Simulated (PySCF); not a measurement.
**A search over the determinants of PH**

Unrestricted PBE0; P def2-TZVP, H def2-TZVP; no relativity (PySCF 2.14). Outer shells of the fragments: P 3s2 3p3; H 1s1.

Followed along the bond (rough minima from three points):

```csv
2Ms+1,unpaired,⟨S²⟩ at the start,R at minimum (Å),Te (eV)
3,π ↑↑,2.01,1.43,0.00
1,π ↑↓,1.01,1.43,0.35
1,none,0.00,1.43,1.59
5,"σ ↑↑, π ↑↑",6.00,none in the scan,≤ 6.35
```

Solutions found at the starting distance of 1.385 Å, counted from the lowest of them; the search is not exhaustive and high or unbound solutions are not listed, so other states can lie among these:

```json
{"2Ms+1": "3", "unpaired": "π ↑↑", "term": "³Σ⁻", "E (eV)": "0.00", "⟨S²⟩": "2.01", "⟨Lz²⟩": "0.00", "μ (D)": "0.55"}
{"2Ms+1": "1", "unpaired": "π ↑↓", "term": "mixed", "E (eV)": "0.35", "⟨S²⟩": "1.01", "⟨Lz²⟩": "2.03", "μ (D)": "0.55"}
{"2Ms+1": "1", "unpaired": "none", "term": "mixed", "E (eV)": "1.59", "⟨S²⟩": "0.00", "⟨Lz²⟩": "2.01", "μ (D)": "0.58"}
{"2Ms+1": "3", "unpaired": "σ ↑, π ↑", "term": "³Π", "E (eV)": "3.68", "⟨S²⟩": "2.01", "⟨Lz²⟩": "1.01", "μ (D)": "0.68"}
{"2Ms+1": "1", "unpaired": "σ ↓, π ↑", "term": "mixed", "E (eV)": "4.14", "⟨S²⟩": "1.02", "⟨Lz²⟩": "1.01", "μ (D)": "0.83"}
{"2Ms+1": "3", "unpaired": "σ ↑, π ↑", "term": "³Π", "E (eV)": "6.50", "⟨S²⟩": "2.01", "⟨Lz²⟩": "1.01", "μ (D)": "-0.35"}
```

A term symbol is given only where ⟨S²⟩ and ⟨Lz²⟩ are close to those of a pure state; real π, δ and φ orbitals otherwise mix terms. A positive dipole means P(−)H(+).

Counting both spins, an empty level lies below a filled one in some of these solutions, because spin and occupation are held.
